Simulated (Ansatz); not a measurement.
# BHS (triplet): wave-function methods side by side, def2-TZVPP

The task here is to estimate one member of a computed series from the others.

Program: Ansatz 0.2.0, Gaussian basis. Level of theory: def2-TZVPP, core rule «outside noble gas», up to 6 orbitals frozen. These are calculated values, not measurements.

Plan: UHF; ROHF; CCSD(T) on UHF.

2 further runs of the same task are left out: 2 set aside as unsound or not needed.

## What is computed

The geometry is a PBE0/def2-TZVP stationary point (not a proven minimum).

3 atoms, charge 0, spin multiplicity 3.

Atoms are counted from 1 here; the program's logs count them from 0.

Bond lengths: B1–S2 1.769 Å, B1–H3 1.201 Å. Angles: S2–B1–H3 116.3°.

Set-up of the first run:

File in.yaml:

```yaml
crystal:
  periodic: [false, false, false]
  atoms:
    - {symbol: B, position_ang: [0.000000, -0.194210, 1.266050]}
    - {symbol: S, position_ang: [0.000000, 0.040248, -0.487697]}
    - {symbol: H, position_ang: [0.000000, 0.802670, 1.935360]}
basis:
  gaussian: {orbitals: def2-TZVPP}
magnetization: {spin_polarized: true, initial_magnetization: 2}
hamiltonian: {xc: hf}
output: {orbitals: {seedname: orbitals}}
```

The run is started by

```sh
$ ansatz run in.yaml --threads 1 --pin off --events-out ev --progress --plain --max-ram 4096MiB --backend cpu
```

Among the steps run: UHF; ROHF; CCSD(T) on UHF.

One table of the session follows, with a row left open; its other results are not shown here.

```
  method  from UCCSD(T) (kcal/mol)
    ROHF                         ?
     UHF                   +162.20
    UMP2                    +27.53
   UCCSD                     +6.97
UCCSD(T)                         0
```

Q: Estimate the row for ROHF from the others.

**Answer.** from UCCSD(T) (kcal/mol): +166.29. In the column «from UCCSD(T) (kcal/mol)» it is the highest.

With the free atoms at the same levels and basis (separate runs), the atomisation energy is 6.956 eV at UCCSD(T), 5.731 eV at ROHF.
